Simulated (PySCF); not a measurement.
Homolysis of single bonds, series Si F-OH. All species are isolated molecules in the gas phase. One relaxed conformer stands for each flexible species; it need not be the lowest. Strings in code marks are SMILES.

The highest occupied spin orbital from two functionals at the same geometries (PBE0-D3(BJ)/def2-TZVP), both in PySCF: PBE-D3(BJ)/def2-TZVP and PBE0-D3(BJ)/def2-TZVP. 

```csv
species,PBE-D3(BJ)/def2-TZVP (eV),PBE0-D3(BJ)/def2-TZVP (eV)
radical fragment (`F[Si](F)F`),-6.44,-7.87
radical fragment (`[F]`),-10.14,-12.46
radical fragment (`[OH]`),-7.16,-9.09
radical fragment (`O[Si](F)F` (H–O–Si–F torsion 61°)),-5.71,-7.09
"radical fragment (`O[Si](O)F` (H–O–Si–F torsion 72°, F–Si–O–H torsion 164°))",-5.08,-6.41
radical fragment (`O[Si](O)O`),-4.66,-5.93
```

Over these rows, drawn at random from the members with no instability flagged (it was tested for open shells, ions and some series alone), PBE minus PBE0-D3(BJ): mean +1.61 eV, from +1.27 eV to +2.32 eV.
